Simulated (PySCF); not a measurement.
## Orbital picture of NaH

CAM-B3LYP at R = 1.889 Å; Na aug-cc-pVDZ, H aug-cc-pVDZ; no relativity (PySCF 2.14). State: ¹Σ⁺ (singlet), closed shell. Only the outer orbitals are listed, counted within each symmetry.

```tsv
orbital	occ.	ε (eV)	on Na (%)	main shells (%)
1π	2	-33.29	100	100 Na p
1π	2	-33.29	100	100 Na p
3σ	2	-33.21	100	100 Na p
4σ	2	-6.43	21	78 H s, 18 Na s
5σ	0	-0.88	94	52 Na s, 42 Na p
2π	0	0.14	100	99 Na p
2π	0	0.14	100	99 Na p
```

Question: Which are the highest filled and the lowest empty level, where do they sit, and how wide is the gap?

Answer: Highest filled 4σ at -6.43 eV (in %: 78 H s, 18 Na s); lowest empty 5σ at -0.88 eV (in %: 52 Na s, 42 Na p); the gap at CAM-B3LYP is 5.55 eV.

```json
{
 "bond order (Mayer)": "0.68",
 "⟨S²⟩": "0.000",
 "charge on Na (Mulliken, basis-dependent)": "0.59",
 "charge on Na (Löwdin, basis-dependent)": "0.54",
 "dipole moment (positive dipole means Na(−)H(+))": "-6.34 D",
 "polarisability along the bond": "51.6 bohr³",
 "polarisability across the bond": "35.7 bohr³"
}
```
